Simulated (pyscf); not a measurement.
One four-centre exchange on the singlet surface with elements of a group swapped. ωB97M-D3(BJ)/def2-TZVP, kcal/mol, from the separated reactants. Single points on ωB97X-D3(BJ)/def2-SVP structures (PySCF, gas phase).

```
step                                 barrier  reaction energy  imaginary mode (i cm⁻¹)
-----------------------------------  -------  ---------------  -----------------------
HO–GeH₂–SnH₃ + H₂ → H₃Ge–SnH₃ + H₂O      [?]              [?]                     1306
HO–GeH₂–GeH₃ + H₂ → H₃Ge–GeH₃ + H₂O     44.2             -0.9                     1326
```

Complete the blanks.


- HO–GeH₂–SnH₃ + H₂ → H₃Ge–SnH₃ + H₂O, barrier: 43.7
- HO–GeH₂–SnH₃ + H₂ → H₃Ge–SnH₃ + H₂O, reaction energy: -1.5

Row 1: On the product side the descent ends in a complex (not fully relaxed), 4.2 kcal/mol under the separated species and 49.3 kcal/mol under the saddle at ωB97X-D3(BJ)/def2-TZVP. Each row is the saddle that its search found. Elements up to Kr have no core potential and no relativistic terms here. Elements past Kr carry the def2 core potentials, without spin-orbit coupling.
